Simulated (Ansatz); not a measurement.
Isomers of Li₃H₆⁻ (singlet), relaxed with PBE-D4/def2-TZVPD; total energies from Ansatz at CCSD(T)/def2-TZVPPD.

```tsv
isomer	description	energy (Eh)
A	point group not assigned; 9 × H–Li 1.82 to 1.89 Å	-26.09682
B	point group not assigned; 2 × Li–Li 2.71 to 2.72 Å; 7 × H–Li 1.73 to 1.89 Å	-26.07870
```

Correlated methods freeze no core orbitals; core or outer-core shells of Li are correlated, in sets that lack core-valence functions.

The isomers come from a short search, and lower ones may exist.

**Question.** Work out the relative energies (1 Eh = 2625.5 kJ/mol) and the Boltzmann populations at 500 K from electronic energies alone (R = 8.314 J/mol/K).

**Answer.** ΔE: A 0.0, B 47.6 kJ/mol. RT = 4.16 kJ/mol. Factors exp(−ΔE/RT): A 1, B 1.07e-05; sum 1.000. Populations: A 100.0 %, B 0.0 %. Zero-point energy, vibrational entropy and symmetry numbers are left out and can shift these; an error of 4 kJ/mol changes a ratio by a factor of 2.6. Over the other density-functional and correlated levels in def2 sets, the gap between A and B ranges from 46 to 48 kJ/mol.
